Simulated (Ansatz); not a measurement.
Geometry optimisation, UKS BLYP/def2-SVP (Ansatz 0.2.0).

Input:

```yaml
crystal:
  periodic: [false, false, false]
  atoms:
    - { symbol: B, position_ang: [-1.78994, -0.14038, -0.61057] }
    - { symbol: Si, position_ang: [0.04623, 0.05062, -0.58523] }
    - { symbol: C, position_ang: [1.11572, -0.16896, 0.8294] }
    - { symbol: H, position_ang: [-2.93677, -0.02611, -0.53209] }
    - { symbol: H, position_ang: [0.80648, 0.40357, -1.79766] }
    - { symbol: H, position_ang: [2.04494, 0.37358, 0.91873] }
    - { symbol: H, position_ang: [0.71336, -0.49231, 1.77742] }
magnetization:
  spin_polarized: true
  initial_magnetization: 1
basis:
  gaussian: { orbitals: def2-SVP }
hamiltonian:
  xc: blyp
relax:
  f_tol: 0.02
  max_steps: 40
output:
  orbitals: {}
```

Launched with:

```bash
$ ansatz run input.yaml --threads 1 --pin off --max-ram 2048MiB --backend cpu --events-out ev --progress --plain --runs-dir out
```

Task: Where does it end, and by what steps?

Result: The forces met the threshold. After 21 steps the energy has fallen by 0.162 eV; H4 moved furthest, 0.31 Å.

```json
{"step": "0", "energy less start (eV)": "0.0000", "largest force component (eV/Å)": "1.272", "accepted": "yes"}
{"step": "1", "energy less start (eV)": "-0.0979", "largest force component (eV/Å)": "1.008", "accepted": "yes"}
{"step": "2", "energy less start (eV)": "-0.1199", "largest force component (eV/Å)": "0.539", "accepted": "yes"}
{"step": "3", "energy less start (eV)": "-0.1261", "largest force component (eV/Å)": "0.393", "accepted": "yes"}
{"step": "4", "energy less start (eV)": "-0.1170", "largest force component (eV/Å)": "0.176", "accepted": "no"}
{"step": "5", "energy less start (eV)": "-0.1376", "largest force component (eV/Å)": "0.262", "accepted": "yes"}
{"step": "6", "energy less start (eV)": "-0.1339", "largest force component (eV/Å)": "0.389", "accepted": "no"}
{"step": "7", "energy less start (eV)": "-0.1423", "largest force component (eV/Å)": "0.068", "accepted": "yes"}
{"step": "8", "energy less start (eV)": "-0.1430", "largest force component (eV/Å)": "0.095", "accepted": "yes"}
{"step": "9", "energy less start (eV)": "-0.1450", "largest force component (eV/Å)": "0.060", "accepted": "yes"}
{"step": "10", "energy less start (eV)": "-0.1466", "largest force component (eV/Å)": "0.052", "accepted": "yes"}
{"step": "11", "energy less start (eV)": "-0.1429", "largest force component (eV/Å)": "0.732", "accepted": "no"}
{"step": "12", "energy less start (eV)": "-0.1521", "largest force component (eV/Å)": "0.115", "accepted": "yes"}
{"step": "13", "energy less start (eV)": "-0.1535", "largest force component (eV/Å)": "0.476", "accepted": "yes"}
{"step": "14", "energy less start (eV)": "-0.1486", "largest force component (eV/Å)": "0.282", "accepted": "no"}
{"step": "15", "energy less start (eV)": "-0.1596", "largest force component (eV/Å)": "0.094", "accepted": "yes"}
{"step": "16", "energy less start (eV)": "-0.1592", "largest force component (eV/Å)": "0.079", "accepted": "no"}
{"step": "17", "energy less start (eV)": "-0.1617", "largest force component (eV/Å)": "0.034", "accepted": "yes"}
{"step": "18", "energy less start (eV)": "-0.1621", "largest force component (eV/Å)": "0.029", "accepted": "yes"}
{"step": "19", "energy less start (eV)": "-0.1606", "largest force component (eV/Å)": "0.073", "accepted": "no"}
{"step": "20", "energy less start (eV)": "-0.1615", "largest force component (eV/Å)": "0.047", "accepted": "no"}
{"step": "21", "energy less start (eV)": "-0.1622", "largest force component (eV/Å)": "0.012", "accepted": "yes"}
```

```xyz
7
Properties=species:S:1:pos:R:3
B -1.773 0.088 -0.651
Si 0.136 0.013 -0.677
C 1.027 -0.104 0.837
H -2.877 -0.250 -0.322
H 0.873 0.467 -1.897
H 2.072 0.232 0.945
H 0.542 -0.446 1.765
```

Whether the end is a true minimum wasn't checked by a vibrational analysis.

The run took 50 s on 1 CPU thread of a shared host.
